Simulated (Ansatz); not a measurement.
# C₂H₃FN₂: how energies converge with the basis set

One table from this session's results is given with a row withheld; the runs are named, their logs left out.

Method: one geometry, several basis sets; program: Ansatz 0.2.0, Gaussian basis.

Plan: PBE0-D4/def2-SVP; ωB97M-V/def2-SVP; PBE0-D4/def2-QZVPP; ωB97M-V/def2-QZVPP; the functionals' def2-TZVPP values are taken from earlier runs.

**The relaxed structure**

The geometry comes from an earlier relaxation with PBE0-D4 in a triple-zeta def2 set; it is a stationary point, not always the lowest conformer.

SMILES `FC1N=CN1`, 8 atoms, charge 0, spin multiplicity 1.

Atoms are counted from 1 here; the program's logs count them from 0.

Bond lengths: F1–C2 1.350 Å, C2–N3 1.468 Å, C2–N5 1.477 Å, C2–H6 1.092 Å, N3–C4 1.285 Å, C4–N5 1.397 Å, C4–H7 1.087 Å, N5–H8 1.012 Å. Angles: F1–C2–N3 114.5°, F1–C2–N5 113.8°, F1–C2–H6 109.1°, N3–C2–N5 90.4°, N3–C2–H6 114.4°, N5–C2–H6 113.8°, C2–N3–C4 85.7°, N3–C4–N5 102.3°, N3–C4–H7 129.7°, N5–C4–H7 127.7°, C2–N5–C4 81.5°, C2–N5–H8 118.4°, C4–N5–H8 120.5°.

The first run:

in.yaml

```yaml
crystal:
  periodic: [false, false, false]
  atoms:
    - {symbol: F, position_ang: [-1.835124, -0.335922, 0.094768]}
    - {symbol: C, position_ang: [-0.633779, 0.089862, 0.539449]}
    - {symbol: N, position_ang: [0.357351, -0.975544, 0.732726]}
    - {symbol: C, position_ang: [0.999690, -0.419912, -0.231663]}
    - {symbol: N, position_ang: [0.209151, 0.698122, -0.510495]}
    - {symbol: H, position_ang: [-0.782533, 0.731561, 1.410882]}
    - {symbol: H, position_ang: [1.966782, -0.673144, -0.659452]}
    - {symbol: H, position_ang: [-0.189436, 0.827979, -1.432015]}
basis:
  gaussian: {orbitals: def2-SVP}
hamiltonian: {xc: pbe0, dispersion: d4}
output: {orbitals: {seedname: orbitals}}
```

Started as:

```bash
> ansatz run in.yaml --threads 2 --pin off --events-out ev --progress --plain --max-ram 4352MiB
```

Steps of the session up to this table: PBE0-D4 in def2-SVP; ωB97M-V in def2-SVP; PBE0-D4 in def2-QZVPP; ωB97M-V in def2-QZVPP.

One table of the session follows, with a row left open; its other results are not shown here.

```
functional       basis  HOMO (eV)  LUMO (eV)
   PBE0-D4    def2-SVP      -7.30      -0.30
   PBE0-D4  def2-TZVPP      -7.47      -0.53
   PBE0-D4  def2-QZVPP      -7.52      -0.61
   ωB97M-V    def2-SVP      -9.63       2.04
   ωB97M-V  def2-TZVPP          ?          ?
   ωB97M-V  def2-QZVPP      -9.88       1.53
```

Q: Estimate the row for ωB97M-V, def2-TZVPP from the others.

The run gave: HOMO (eV): -9.83; LUMO (eV): 1.70. In the column «HOMO (eV)» it lies between ωB97M-V, def2-QZVPP (-9.88) and ωB97M-V, def2-SVP (-9.63).
